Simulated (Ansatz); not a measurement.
# CH5S: the cost of one run

Program: Ansatz 0.2.0, Gaussian basis. Level of theory: single points in def2-TZVPP. These are calculated values, not measurements.

Cores are frozen in the correlated methods.

### Step 1. The starting structure

SMILES `C[SH2+]`, 7 atoms, charge 1, spin multiplicity 1.

Atoms are counted from 1 here; the program's logs count them from 0.

Bond lengths: C1–S2 1.831 Å, C1–H3 1.094 Å, C1–H4 1.079 Å, C1–H5 1.078 Å, S2–H6 1.338 Å, S2–H7 1.378 Å. Angles: S2–C1–H3 105.2°, S2–C1–H4 108.1°, S2–C1–H5 106.4°, H3–C1–H4 109.4°, H3–C1–H5 114.0°, H4–C1–H5 113.1°, C1–S2–H6 99.0°, C1–S2–H7 98.8°, H6–S2–H7 94.3°.

Coordinates:

```
C    -0.4842   -0.4263   -0.3565
S     0.6013    0.1958    0.9799
H    -1.4939   -0.4125    0.0633
H    -0.2002   -1.4445   -0.5734
H    -0.3485    0.2389   -1.1938
H     0.2468    1.4860    0.9542
H     1.7509    0.3888    0.2450
```

### Step 2. PBE-D4/def2-TZVPP

Input file run/in.yaml:

```yaml
crystal:
  periodic: [false, false, false]
  atoms:
    - {symbol: C, position_ang: [-0.484220, -0.426290, -0.356532]}
    - {symbol: S, position_ang: [0.601274, 0.195811, 0.979872]}
    - {symbol: H, position_ang: [-1.493865, -0.412528, 0.063303]}
    - {symbol: H, position_ang: [-0.200159, -1.444535, -0.573352]}
    - {symbol: H, position_ang: [-0.348513, 0.238878, -1.193835]}
    - {symbol: H, position_ang: [0.246847, 1.485964, 0.954213]}
    - {symbol: H, position_ang: [1.750872, 0.388829, 0.244962]}
basis:
  gaussian: {orbitals: def2-TZVPP}
total_charge: 1
hamiltonian: {xc: pbe, dispersion: d4}
output: {forces: true}
```

Command:

```sh
$ ansatz run in.yaml --threads 2 --pin off --events-out ev --progress --plain --max-ram 3481MiB
```

Q: Estimate wall time and peak memory on 2 threads of Arm Neoverse V1, shared host.

About 1.2 s, with a peak of 0.13 GiB.
